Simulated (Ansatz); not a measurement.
A trace of molecular dynamics of C₂H₄B (7 atoms, charge 0, multiplicity 2).

Method: Ansatz 0.2.0, UKS PBE-D4/def2-SVP.

| Property | Result |
| --- | --- |
| ensemble | NVE (velocity Verlet) |
| starting velocities drawn for | 1000 K |
| seed | 643766 |

```json
{"time (fs)": "0.0", "T (K)": "1000", "potential energy less start (eV)": "0.000", "conserved less start (meV/atom)": "0.00"}
{"time (fs)": "12.0", "T (K)": "531", "potential energy less start (eV)": "0.309", "conserved less start (meV/atom)": "0.91"}
{"time (fs)": "24.0", "T (K)": "524", "potential energy less start (eV)": "0.317", "conserved less start (meV/atom)": "1.37"}
{"time (fs)": "36.0", "T (K)": "587", "potential energy less start (eV)": "0.281", "conserved less start (meV/atom)": "1.97"}
{"time (fs)": "48.0", "T (K)": "349", "potential energy less start (eV)": "0.436", "conserved less start (meV/atom)": "2.11"}
{"time (fs)": "60.0", "T (K)": "528", "potential energy less start (eV)": "0.318", "conserved less start (meV/atom)": "1.83"}
{"time (fs)": "72.0", "T (K)": "620", "potential energy less start (eV)": "0.254", "conserved less start (meV/atom)": "1.22"}
{"time (fs)": "84.0", "T (K)": "476", "potential energy less start (eV)": "0.344", "conserved less start (meV/atom)": "0.75"}
{"time (fs)": "96.0", "T (K)": "664", "potential energy less start (eV)": "0.226", "conserved less start (meV/atom)": "1.30"}
{"time (fs)": "108.0", "T (K)": "453", "potential energy less start (eV)": "0.367", "conserved less start (meV/atom)": "1.94"}
{"time (fs)": "120.0", "T (K)": "542", "potential energy less start (eV)": "0.307", "conserved less start (meV/atom)": "1.58"}
{"time (fs)": "132.0", "T (K)": "619", "potential energy less start (eV)": "0.252", "conserved less start (meV/atom)": "0.87"}
{"time (fs)": "144.0", "T (K)": "497", "potential energy less start (eV)": "0.329", "conserved less start (meV/atom)": "0.62"}
{"time (fs)": "156.0", "T (K)": "568", "potential energy less start (eV)": "0.284", "conserved less start (meV/atom)": "0.75"}
{"time (fs)": "168.0", "T (K)": "533", "potential energy less start (eV)": "0.310", "conserved less start (meV/atom)": "1.11"}
{"time (fs)": "180.0", "T (K)": "468", "potential energy less start (eV)": "0.356", "conserved less start (meV/atom)": "1.76"}
{"time (fs)": "192.0", "T (K)": "500", "potential energy less start (eV)": "0.335", "conserved less start (meV/atom)": "1.75"}
{"time (fs)": "204.0", "T (K)": "234", "potential energy less start (eV)": "0.509", "conserved less start (meV/atom)": "1.94"}
{"time (fs)": "216.0", "T (K)": "464", "potential energy less start (eV)": "0.359", "conserved less start (meV/atom)": "1.81"}
{"time (fs)": "228.0", "T (K)": "515", "potential energy less start (eV)": "0.324", "conserved less start (meV/atom)": "1.40"}
{"time (fs)": "240.0", "T (K)": "309", "potential energy less start (eV)": "0.453", "conserved less start (meV/atom)": "0.93"}
{"time (fs)": "252.0", "T (K)": "613", "potential energy less start (eV)": "0.256", "conserved less start (meV/atom)": "0.85"}
{"time (fs)": "264.0", "T (K)": "379", "potential energy less start (eV)": "0.417", "conserved less start (meV/atom)": "2.18"}
{"time (fs)": "276.0", "T (K)": "190", "potential energy less start (eV)": "0.543", "conserved less start (meV/atom)": "2.76"}
{"time (fs)": "288.0", "T (K)": "590", "potential energy less start (eV)": "0.275", "conserved less start (meV/atom)": "1.42"}
{"time (fs)": "300.0", "T (K)": "480", "potential energy less start (eV)": "0.342", "conserved less start (meV/atom)": "0.83"}
```

Question: Is this trajectory sound?

Answer: The conserved energy stayed within 2.8 meV per atom of its start (net change 0.83 meV per atom), so the integration is sound. The temperature averaged 0.50 of the 1000 K drawn at the start: a run that starts near a minimum puts about half its kinetic energy into the potential. A run of 0.3 ps of so small a system gives no equilibrium averages. The time step was 1 fs.

Run time: 6.1 min on 1 thread of INTEL(R) XEON(R) PLATINUM 8581C CPU @ 2.10GHz (Emerald Rapids), on a shared host, peak memory 0.13 GiB.
